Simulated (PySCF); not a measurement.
# dimethylformamide: calculation and literature

Bonds (- single, = double, # triple, : aromatic): C1-N2 1.436 Å, N2-C3 1.439 Å, N2-C4 1.353 Å, C4=O5 1.210 Å. C1 carries H6, H7, H8; C3 carries H9, H10, H11; C4 carries H12.

Level of theory: σ from GIAO-B97-2/pcSseg-2, J: B3LYP/pcJ-2 (spin–dipole term only in couplings to heteroatoms), geometry: PBE0-D3(BJ)/def2-TZVP, in PySCF 2.14 (non-relativistic Hamiltonian, in vacuum, one conformer, rapidly exchanging positions averaged).

Reference values: measured (solution, DMSO-d6, 298 K; Fulmer et al., Organometallics 2010, 29, 2176).
| atoms | quantity | reference | computed | computed, scaled |
| --- | --- | --- | --- | --- |
| C4 | δ ¹³C | 162.3 | 165.1 | 157.4 |
| H12 | δ ¹H | 7.95 | 8.11 | 7.77 |

Reference values: measured (solution, CD2Cl2, 298 K; Fulmer et al., Organometallics 2010, 29, 2176).
| atoms | quantity | reference | computed | computed, scaled |
| --- | --- | --- | --- | --- |
| C4 | δ ¹³C | 162.6 | 165.1 | 157.4 |
| H12 | δ ¹H | 7.96 | 8.11 | 7.77 |

Reference values: measured (liquid, neat, 295 K; 17O NMR survey of organic solvents and oxofluorinated compounds, PMC5915748).
| atoms | quantity | reference | computed | computed, scaled |
| --- | --- | --- | --- | --- |
| O5 | δ ¹⁷O vs D2O (external) | 326.4 | – | 336.0 |

Reference values: measured (solution, D2O, 298 K; Fulmer et al., Organometallics 2010, 29, 2176).
```csv
atoms,quantity,reference,computed,"computed, scaled"
C4,δ ¹³C,165.5,165.1,157.4
H12,δ ¹H,7.92,8.11,7.77
```

Computed shifts are σ(ref) − σ with the named reference compound (TMS for H and C) calculated as an isolated molecule at the same level. The measured values may be among those fitted. Shieldings were converted by linear fits to measured shifts (mostly CDCl3, TMS scale, for H and C): ¹H (scatter 0.14 ppm rms, 0.16 ppm with the 5 outliers that the fit left out); ¹³C (scatter 2.0 ppm rms, 2.1 ppm with the 3 outliers that the fit left out); ¹⁷O (scatter 12.3 ppm rms vs liquid water, solution or neat liquid). A few per cent of atoms miss by over 2 rms, more outside the fitted compound classes.

Coupling constants in Hz:
| coupling | reference | computed | source |
| --- | --- | --- | --- |
| ¹J(C1,H6) | 138.0 | 140.3 | measured; liquid or solution (compiled); San Fabian, Garcia de la Vega, Suardiaz et al., Magn. Reson. Chem. 2013, 51, 775 (SI) |
| ¹J(C4,H12) | 191.2 | 196.7 | measured; liquid or solution (compiled); San Fabian, Garcia de la Vega, Suardiaz et al., Magn. Reson. Chem. 2013, 51, 775 (SI) |

**Question.** How far are the unscaled ¹³C shifts from the references?

**Answer.** Mean signed difference +1.63 ppm, mean absolute 1.90 ppm over 3 comparisons; the largest is +2.8 ppm at C4 (amide carbonyl carbon).

**Question.** How far are the unscaled ¹H shifts from the references?

**Answer.** Mean signed difference +0.17 ppm, mean absolute 0.17 ppm over 3 comparisons; the largest is +0.19 ppm at H12 (hydrogen on an amide carbonyl carbon).

9 of the 28 published NMR values on file for this molecule are compared. The rest: values from further sources or solvents, protons in aromatic solvents.
